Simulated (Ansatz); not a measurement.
## Relative stability

The two ends of one reaction step of NH$_{4}$S, doublet (PBE0-D4/def2-TZVP).

A:

```xyz
6
angstrom
H -0.3895 -0.2076 -1.1444
S 1.7456 -0.0955 0.4187
N -0.9585 0.3338 -0.5085
H 1.2545 -1.0769 1.1951
H -0.5227 1.2223 -0.3068
H -1.1294 -0.1760 0.3459
```

B:

```
atom    x (Å)    y (Å)    z (Å)
  H1   0.8059  -0.2984  -0.1176
  S2   2.0458  -0.8317  -0.0677
  N3  -1.2154   0.5860  -0.2869
  H4   1.9327  -1.1321   1.2342
  H5  -1.4424   1.5582  -0.5208
  H6  -2.1266   0.1181  -0.2413
```

Program: Ansatz 0.2.0. Basis: def2-TZVPP. Cores are frozen in the correlated methods; orbitals are unrestricted. B3LYP uses VWN-RPA correlation.

Question: Which structure is lower at CCSD(T), and by how much? (Judge from chemistry; the value comes from the calculation.)

Answer: Computed: A, by 69.0 kJ/mol (electronic energy, against the other). By their contacts, A is a complex of NH₃ + HS and B is a complex of H₂S + NH₂.

All methods give the same order:

```csv
method,E(B) − E(A) (kJ/mol)
SPW92,123.6
PBE-D4,97.0
BLYP-D4,95.3
r2SCAN-D4,81.9
B97M-V,78.0
PBE0-D4,80.0
B3LYP-D4,83.7
r2SCAN0-D4,71.7
BHLYP-D4,68.0
CAM-B3LYP-D4,79.0
wB97X-V,73.9
wB97M-V,76.5
B2PLYP,76.5
PBE-QIDH,72.3
RPA on PBE,68.4
HF,36.5
MP2,77.0
CCSD,65.9
CCSD(T),69.0
```

No T1 diagnostic of these runs exceeds 0.018. ⟨S²⟩ of the unrestricted Hartree–Fock references: 0.76 to 0.77 (a pure state has 0.75).

For scale, one of the runs: CCSD(T)/def2-TZVPP, 129 basis functions (an equivalent command: `ansatz run in.yaml --threads 2`). The run took 15 s on 2 CPU threads (shared host), with 1.4 GiB of host memory at its peak.
